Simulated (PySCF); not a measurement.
# C3H6: the cost of one run

Programs: PySCF 2.14.0, with routines of our own; each step states its level. All values are computed. Atoms count from 0.

## (1) The starting structure

9 atoms, charge 0, multiplicity 1; geometry from: GFN2-xTB.

## (2) Geometry optimisation at PBE0-D3(BJ)/def2-SVP

What the job is given:

```
{"job": {"xc": "PBE0", "basis": "def2-SVP", "d3": "d3bj", "grid": 1, "kind": "geom"}, "charge": 0, "multiplicity": 1}
C     -0.751886    -0.421670     0.016093
C      0.739630    -0.426391     0.135534
C      0.016726     0.850059    -0.159499
H     -1.337778    -0.546064     0.914048
H     -1.196068    -0.875927    -0.856373
H      1.175302    -0.554113     1.114748
H      1.314613    -0.882019    -0.656028
H     -0.043614     1.595796     0.618276
H      0.096636     1.266321    -1.151978
```

Started as:

```bash
$ OMP_NUM_THREADS=1 python excited_run.py task.json out
```

This one command runs all jobs of the session in turn.

**Question.** How long does this first job take on 1 thread of Intel Xeon 6975P-C, shared host, and how much memory does it need?

About 2.6 s, with a peak of 0.34 GiB.
